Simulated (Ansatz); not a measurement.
Ideal-gas functions of `FC1(F)OC1Cl` at 298.15 K and 1 bar, from an Ansatz frequency run at PBE0-D4/def2-TZVP.

Molar mass 114.48 g/mol, point group C1 (symmetry number 1), electronic degeneracy 1, moments of inertia 78.787, 259.2, 288.143 u Å². Harmonic wavenumbers (cm⁻¹, unscaled): 178, 231, 396, 513, 530, 638, 765, 832, 947, 1060, 1174, 1264, 1307, 1544, 3193.

Use S(trans) = R[1.5 ln M + 2.5 ln T − 1.1517]; rotational temperatures θ = 24.2544 K / I; S(rot) = R[ln(√π/σ · √(T³/θAθBθC)) + 1.5]; for each mode x = 1.438777 ν̃/T, S = R[x/(eˣ − 1) − ln(1 − e⁻ˣ)] and H = RT x/(eˣ − 1); 1 cm⁻¹ = 0.0119627 kJ/mol; R = 8.31446 J/(mol·K).

Problem. By hand: the entropy, in J/(mol·K).

Solution. Translation 168.0. Rotation: θ = 0.3078, 0.0936, 0.0842 K, giving 113.3. Vibration, mode by mode: 9.83, 7.83, 4.09, 2.62, 2.46, 1.63, 0.99, 0.76, 0.48, 0.31, 0.19, 0.13, 0.11, 0.04, 0.00, in all 31.5. Electronic 0.0. Sum 312.8 J/(mol·K).

Problem. By hand: H − E and G − E in kJ/mol, counted from the electronic energy.

Solution. Zero-point energy ½ × 14572 × 0.0119627 = 87.2; thermal vibration 5.9; translation, rotation and pV give 4 RT = 9.9. H − E = 103.0 kJ/mol, and G − E = 103.0 − 298.15 × 312.8/1000 = 9.7 kJ/mol.

Vibration gives 10 % of the entropy. The sum counts one conformer and one mirror image; others add a mixing term.
